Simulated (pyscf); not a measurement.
Single points on ωB97X-D3(BJ)/def2-SVP structures (PySCF, gas phase).

HO–Si(OH)(F)–F + silanol (HO–SiH₃) → HO–Si(OH)(F)–O–SiH₃ + hydrogen fluoride (HF)
Surface: singlet. Broken: F–Si, H–O. Formed: O–Si, F–H. Give ΔE‡ and ΔE from ωB97M-D3(BJ)/def2-TZVP, relative to the separated reactants.

ΔE‡ = 20.7 kcal/mol, ΔE = +5.3 kcal/mol. Zero-point energy shifts the barrier by +0.5 kcal/mol. It is a four-centre exchange, with an imaginary mode of 756i cm⁻¹. On the reactant side the descent ends in an adduct with a O–Si contact (not fully relaxed), 0.9 kcal/mol under the separated species and 20.0 kcal/mol under the saddle at ωB97X-D3(BJ)/def2-TZVP. On the product side the descent ends in a complex, 8.0 kcal/mol under the separated species and 23.7 kcal/mol under the saddle at ωB97X-D3(BJ)/def2-TZVP. What is counted as formed (O–Si) is already present as a longer contact in the reactant adduct; forming that adduct is a step of its own. This is the saddle that the search found; another between the same sides may lie lower.
